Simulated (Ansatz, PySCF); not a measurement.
System: molecular fluorine, F$_{2}$ (charge 0, singlet). 
Structure (B3LYP-D3(BJ)/def2-TZVP (Ansatz, a program for electronic structure) minimum search):
```xyz
2

F      0.0000     0.0000    -0.6982
F      0.0000     0.0000     0.6982
```
Unstable Hartree-Fock reference: FF.

Quantity: enthalpy of formation at 298 K (from the atomisation energy, B3LYP-D3(BJ)/def2-TZVP harmonic zero-point and thermal terms from PySCF, and the atoms' enthalpies of formation in the G2/97 table; no spin-orbit terms, and no core term in the frozen-core levels), in kcal/mol. Valence correlation only, unless marked. UHF or UKS for open shells. Spin-orbit coupling is left out. No relativistic terms. The coupled-cluster limit lacks core correlation, which all-electron functionals hold. CBS marks a two-point X^-3 extrapolation of the correlation energy; Hartree-Fock from the larger set (for Q and 5 zeta extrapolated as (X+1)exp(-9√X)). [CCSD(T)-MP2]/basis is that difference in the basis named.

| level | program | enthalpy of formation at 298 K (kcal/mol) | minus last row |
|---|---|---|---|
| PBE-D3(BJ)/def2-TZVPD | Ansatz + dftd3 | -14.1 | -14.2 |
| BLYP-D4/def2-TZVPD | Ansatz + dftd4 | -10.1 | -10.2 |
| revPBE-D4/def2-TZVPD | Ansatz + dftd4 | -7.6 | -7.7 |
| TPSS/def2-TZVPD | PySCF | -7.2 | -7.3 |
| B3LYP/def2-TZVPD | Ansatz | 1.7 | 1.6 |
| PBE0/def2-SVP | Ansatz | 2.5 | 2.4 |
| PBE0/def2-TZVPD | Ansatz | 3.8 | 3.7 |
| TPSSh-D4/def2-TZVPD | PySCF + dftd4 | -0.7 | -0.8 |
| r2SCANh-D4/def2-TZVPD | Ansatz + dftd4 | 5.6 | 5.5 |
| CAM-B3LYP-D3(BJ)/def2-TZVPD | Ansatz + dftd3 | 1.5 | 1.4 |
| MP2/def2-SVPD | Ansatz | 5.3 | 5.2 |
| MP2/aug-cc-pVTZ | Ansatz | -3.4 | -3.5 |
| RI-MP2/CBS(cc-pVTZ,cc-pVQZ) | Ansatz | -5.7 | -5.8 |
| SCS-MP2/aug-cc-pVTZ | Ansatz | 0.2 | 0.1 |
| SCS-MP2/aug-cc-pVQZ | Ansatz | -1.3 | -1.4 |
| CCSD/CBS(def2-TZVPPD,def2-QZVPPD) | Ansatz | 7.9 | 7.8 |
| CCSD(T)/STO-3G | Ansatz | -9.9 | -10.0 |
| CCSD(T)/def2-QZVPP | Ansatz | 2.1 | 2.0 |
| RI-MP2/CBS(aug-cc-pVTZ,aug-cc-pVQZ)+[CCSD(T)-MP2]/aug-cc-pVTZ | Ansatz | -0.3 | -0.4 |
| RI-MP2/CBS(cc-pVTZ,cc-pVQZ)+[CCSD(T)-MP2]/cc-pVTZ | Ansatz | -0.2 | -0.3 |
| CCSD(T)/CBS(cc-pVQZ,cc-pV5Z) | Ansatz | 0.1 | 0.0 |
